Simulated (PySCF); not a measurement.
Gas-phase reaction: 3 (CH3)2Si + 4 H2 + C3H4 (allene) → 3 (CH3)3SiH

Method: PySCF energies plus ideal-gas RRHO corrections (1 bar). † marks an energy on the PBE0/def2-TZVP geometry and frequencies; other levels use their own. MP2 freezes the core. 6-31G* has spherical d functions here. All species are closed-shell singlets. B3LYP is the form with VWN-RPA correlation. No R ln 2 is added for the mirror-image form of (CH3)2Si. (CH3)2Si: computed as isolated molecules; such fragments, hydroxides, amides, oligomers or adducts are transient or little studied in the gas. MP2 isn't extrapolated to the basis-set limit; its ΔH°(298 K) is -1118.7 kJ in def2-SVP and -1126.1 kJ in def2-TZVPP. The harmonic model lacks anharmonicity and excited electronic states, which grow with temperature; levels with a mode under 35 cm⁻¹ are left out. Internal rotation in (CH3)2Si, (CH3)3SiH is treated as a harmonic vibration of one conformer, which makes the entropy rough.

| level | ΔE electronic, kJ | ΔH°(298 K), kJ | ΔS°(298 K), J/K | ΔG°(2500 K), kJ |
|---|---|---|---|---|
| B3LYP/6-31G* | -1117 | -1022 | -667 | 661 |
| BLYP/def2-TZVP† | -1018 | -925 | -661 | 740 |
| HF/6-31G* | -1182 | -1084 | -682 | 646 |
| HF/def2-TZVP† | -1170 | -1076 | -661 | 588 |
| MP2/def2-SVP† | -1212 | -1119 | -661 | 546 |
| MP2/def2-TZVPP† | -1220 | -1126 | -661 | 539 |
| PBE/def2-SVP | -1158 | -1065 | -662 | 597 |
| ωB97M-V/def2-TZVP† | -1172 | -1078 | -661 | 587 |
ΔH° is lowest at MP2/def2-TZVPP† and highest at BLYP/def2-TZVP†. No reference value is set beside these.
